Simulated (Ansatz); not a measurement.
C3H6ClN can be A, `C/C=C(\N)Cl`, or B, `CC(=N)CCl`.

Calculated with Ansatz (gas phase, PBE0-D4/def2-TZVP geometries, no zero-point term in ΔE). CCSD(T)/CBS is the MP2 limit (def2-TZVPP, def2-QZVPP) plus CCSD(T) − MP2 in def2-TZVPP, frozen cores. Functionals use def2-TZVPP. B3LYP here is the variant with VWN-RPA as its local correlation; programs differ in this. Each species was taken in one conformer, which may not be the lowest.

Question: Which is lower in electronic energy at CCSD(T)/CBS, and by how much? (Best estimate.)

Answer: The calculation gave: B, by 15.3 kJ/mol.

Question: Give E(B) − E(A) in kJ/mol with PBE-D4, HF/def2-TZVPP, MP2/def2-TZVPP, CCSD/def2-TZVPP, CCSD(T)/def2-TZVPP, PBE0-D4, B3LYP-D4. (Best estimate.)

Answer: Computed: PBE-D4 -3.7, HF/def2-TZVPP -27.9, MP2/def2-TZVPP -11.6, CCSD/def2-TZVPP -20.0, CCSD(T)/def2-TZVPP -18.7, PBE0-D4 -5.9, B3LYP-D4 -10.4. None reverses the order clearly.

Largest T1 diagnostic: 0.011.

In def2-TZVPP, CCSD(T) changes the Hartree–Fock value by +9.3 kJ/mol (the triples alone add +1.4 kJ/mol) and MP2 by +16.4 kJ/mol.
